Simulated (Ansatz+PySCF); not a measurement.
Two shapes of singlet C5H5(-).

Shape 1:

```xyz
10

C     1.2016    0.0000    0.0000
C     0.3713    1.1428    0.0000
C    -0.9721    0.7063    0.0000
C    -0.9721   -0.7063    0.0000
C     0.3713   -1.1428    0.0000
H     2.2974    0.0000    0.0000
H     0.7099    2.1849    0.0000
H    -1.8586    1.3504    0.0000
H    -1.8586   -1.3504    0.0000
H     0.7099   -2.1849    0.0000
```

Shape 2:

```xyz
10

C     1.2977    0.0000    0.0000
C     0.4010    1.2342    0.0000
C    -1.0499    0.7628    0.0000
C    -1.0499   -0.7628    0.0000
C     0.4010   -1.2342    0.0000
H     2.4811    0.0000    0.0000
H     0.7667    2.3597    0.0000
H    -2.0073    1.4584    0.0000
H    -2.0073   -1.4584    0.0000
H     0.7667   -2.3597    0.0000
```

Basis set: def2-SVP (spherical functions). Frozen core: 5 orbitals. Charge -1, multiplicity 1.

Computed with Ansatz (development build ahead of 0.2.0); each method stands on the lowest determinant of its kind that the runs found.

(1) Which shape is lower in energy, and by how much in each method?

## Answers

(1)

```json
{"method": "RHF", "E(2) − E(1) (eV)": "2.347"}
{"method": "UHF", "E(2) − E(1) (eV)": "2.347"}
{"method": "RHF-MP2", "E(2) − E(1) (eV)": "1.744"}
{"method": "UHF-MP2", "E(2) − E(1) (eV)": "1.744"}
```

Shape 1 is lower. Caution: no diffuse functions for an anion.
